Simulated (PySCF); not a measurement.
## Shieldings and the share of exact exchange

Molecule: difluoroacetylene, C2F2.

Geometry:
```tsv
atom	x (Å)	y (Å)	z (Å)
F1	-1.417	-1.173	0.152
C2	-0.452	-0.374	-0.100
C3	0.452	0.374	-0.336
F4	1.417	1.173	-0.588
```

GIAO shieldings (ppm, equivalent atoms averaged) in PySCF on the PBE0-D3(BJ)/def2-SVP geometry, basis pcSseg-2, gas phase, non-relativistic:

| functional | exact exchange (%) | σ(F1/F4) | σ(C2/C3) |
| --- | --- | --- | --- |
| BLYP | 0 | 456.2 | 122.8 |
| BP86 | 0 | 455.5 | 126.1 |
| PBE | 0 | 454.7 | 125.9 |
| B3LYP | 20 | 461.6 | 127.9 |
| PBE0 | 25 | 461.1 | 132.0 |
| BHandHLYP | 50 | 470.1 | 135.1 |
| HF | 100 | 483.1 | 146.9 |

Q: Fit each shielding as a line in the percentage of exact exchange.

A: σ(F1/F4) = 455.4 + 0.28 x (rms 0.7 ppm); σ(C2/C3) = 124.9 + 0.22 x (rms 1.3 ppm). The functionals also differ in their semilocal parts, which the line can't hold; Hartree–Fock has no correlation at all.

Q: What does the line predict for mPW1PW91 (25 %), and what does the run give?

A: σ(F1/F4): 462.4 predicted, 460.2 computed; σ(C2/C3): 130.4 predicted, 131.6 computed ppm.
